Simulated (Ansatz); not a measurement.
The first iterations of a band of CH6AlF (9 atoms, charge 0, multiplicity 1).

Theory: RKS B3LYP/6-31G* in Ansatz 0.2.0.

```yaml
movable_images: 5
climbing_image: from the first iteration
spring: 5.0 eV/Å²
optimiser: fire
start_path: through a guess of the saddle point
force_threshold: 0.05 eV/Å
iteration_limit: 60
end_points: relaxed
```

Image 0:

```xyz
9
Properties=species:S:1:pos:R:3
Al 0.038 0.064 0.039
H 0.102 -0.231 1.657
C 1.717 -0.033 -0.974
H 1.945 -1.076 -1.237
H 1.667 0.525 -1.918
H 2.578 0.345 -0.408
H -1.392 -0.133 -0.630
F -0.066 1.970 0.834
H -0.017 1.468 1.663
```

Image 6:

```xyz
9
Properties=species:S:1:pos:R:3
Al -0.039 0.397 -0.667
H 0.071 0.602 3.249
C 1.768 -0.041 -1.263
H 1.824 -1.054 -1.680
H 2.101 0.654 -2.046
H 2.498 0.032 -0.447
H -1.362 -0.397 -1.033
F -0.257 1.734 0.304
H -0.031 0.970 2.610
```

| iteration | highest image above the first end (eV) | largest band force component (eV/Å) |
| --- | --- | --- |
| 1 | 0.585 | 4.134 |
| 2 | 0.335 | 3.161 |
| 3 | 0.112 | 2.160 |
| 4 | 0.105 | 1.925 |
| 5 | 0.092 | 1.741 |
| 6 | 0.077 | 1.548 |
| 7 | 0.073 | 1.519 |
| 8 | 0.066 | 1.458 |
| 9 | 0.056 | 1.367 |
| 10 | 0.044 | 1.245 |
| 11 | 0.032 | 1.087 |
| 12 | 0.025 | 1.041 |
| 13 | 0.021 | 1.153 |
| 14 | 0.019 | 1.227 |
| 15 | 0.017 | 1.234 |

Problem. Does the band converge within its limit, and where does its top end?

Solution. The forces met the threshold. It ended after 45 iterations with the highest image 0.009 eV above the first end. Another band between the same ends (5 images) ends at a top of the same energy, where a vibrational analysis finds 1 clearly imaginary mode. The orbitals stay closed-shell, which can raise the energy where a bond breaks towards radicals; this wasn't checked here.

Run time: 7.1 min on 1 thread of Arm Neoverse V1, with other jobs on the host, peak memory 0.11 GiB.
